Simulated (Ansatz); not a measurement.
**BH₂S radical (SMILES B[S]): one structure at several levels**

The task here is to estimate one member of a computed series from the others.

Program: Ansatz 0.2.0, Gaussian basis. Level of theory: single points in def2-TZVPP. These are calculated values, not measurements.

Correlated methods freeze the cores. Orbitals are unrestricted.

## Where the work starts

SMILES `B[S]`, 4 atoms, charge 0, spin multiplicity 2.

Atoms are counted from 1 here; the program's logs count them from 0.

Bond lengths: B1–S2 1.642 Å, B1–H3 1.247 Å, B1–H4 1.166 Å. Angles: S2–B1–H3 120.9°, S2–B1–H4 125.4°, H3–B1–H4 113.7°.

Coordinates:

| atom | x (Å) | y (Å) | z (Å) |
| --- | --- | --- | --- |
| B1 | -0.07060 | 0.01420 | -0.05140 |
| S2 | 1.32570 | -0.39820 | 0.70850 |
| H3 | -1.13810 | -0.57780 | 0.20470 |
| H4 | -0.17650 | 0.83670 | -0.87140 |

Set-up of the first run:

run/in.yaml

```yaml
crystal:
  periodic: [false, false, false]
  atoms:
    - {symbol: B, position_ang: [-0.070600, 0.014200, -0.051400]}
    - {symbol: S, position_ang: [1.325700, -0.398200, 0.708500]}
    - {symbol: H, position_ang: [-1.138100, -0.577800, 0.204700]}
    - {symbol: H, position_ang: [-0.176500, 0.836700, -0.871400]}
basis:
  gaussian: {orbitals: def2-TZVPP}
magnetization: {spin_polarized: true, initial_magnetization: 1}
correlation: {method: ccsd_t}
scf: {omitted_lower_state_checks: [cluster_reference]}
output: {forces: true}
```

No record of the launch command was kept for these runs.

Among the steps run: CCSD(T)/def2-TZVPP; PBE0-D4/def2-TZVPP; wB97M-V/def2-TZVPP; r2SCAN-D4/def2-TZVPP; PBE-D4/def2-TZVPP; LC-wPBE/def2-TZVPP; r2SCAN0-D4/def2-TZVPP.

One table of the session follows, with a row left open; its other results are not shown here.

```
    method  RMS force component (eV/Å)  angle to CCSD(T) forces (°)  dipole (D)
   CCSD(T)                       1.294                    reference        0.08
   PBE0-D4                       1.066                          5.6        0.18
   wB97M-V                       1.116                          4.3        0.10
 r2SCAN-D4                       1.028                          6.3        0.24
    PBE-D4                       0.992                         10.6        0.24
   LC-wPBE                       1.125                          6.0        0.13
r2SCAN0-D4                           ?                            ?           ?
```

**Question.** Estimate the row for r2SCAN0-D4.

As computed: RMS force component (eV/Å): 1.099; angle to CCSD(T) forces (°): 4.9; dipole (D): 0.18. In the column «RMS force component (eV/Å)» it lies between PBE0-D4 (1.066) and wB97M-V (1.116).
